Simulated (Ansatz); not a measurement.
# TO phonon frequency at X of zinc-blende BAs at several levels of theory

No measured value is used here.

```csv
level (code),value (cm⁻¹),cell (Å³/atom)
LDA (Ansatz),640,13.25
PBE (Ansatz),610,13.90
PBE-D3(BJ) (Ansatz),636,13.52
r²SCAN (Ansatz),?,13.68
B3LYP (VWN-RPA form) (Ansatz),613,14.02
r²SCANh (Ansatz),639,13.60
Hartree–Fock (Ansatz),?,14.06
```

Question: What belongs in the gaps?

Answer: 
- r²SCAN (Ansatz, a program for electronic structure), value (cm⁻¹): 627
- Hartree–Fock (Ansatz), value (cm⁻¹): 667

PBE-D3(BJ): the dispersion coefficients are held fixed in the derivatives. Each level is taken at its own relaxed cell. Cutoffs and k meshes differ between the levels. Ansatz's density-functional and Hartree–Fock values are scalar-relativistic unless marked +SOC, with PAW data made under PBE.
